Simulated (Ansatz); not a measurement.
Base system: BN in the zinc blende structure (space group F-43m, No. 216; a = 3.6097 Å).

Computed with plane-wave PAW DFT at the r2SCAN level (Ansatz, a program for electronic structure, 500 eV), no SOC.

The change: full substitution N → As, then cell and atoms are relaxed.

Measured lattice parameter a: BN 3.593 Å (static lattice; corrected from measurement; as listed in Tamar Goldzak et al., The Journal of Chemical Physics (2022)); BAs 4.777 Å (room temperature; as listed in M J Lucero, T M Henderson, G E Scuseria, Journal of Physics Condensed Matter (2012)).

Q: How well does r2SCAN reproduce the measured shift?

A: With r2SCAN the lattice parameter a moves by +1.174 Å (3.610 → 4.784) against +1.184 Å measured. The two measured values stand on different bases (one corrected, one not), which blurs small differences.

Whether these cells are dynamically stable was not tested.
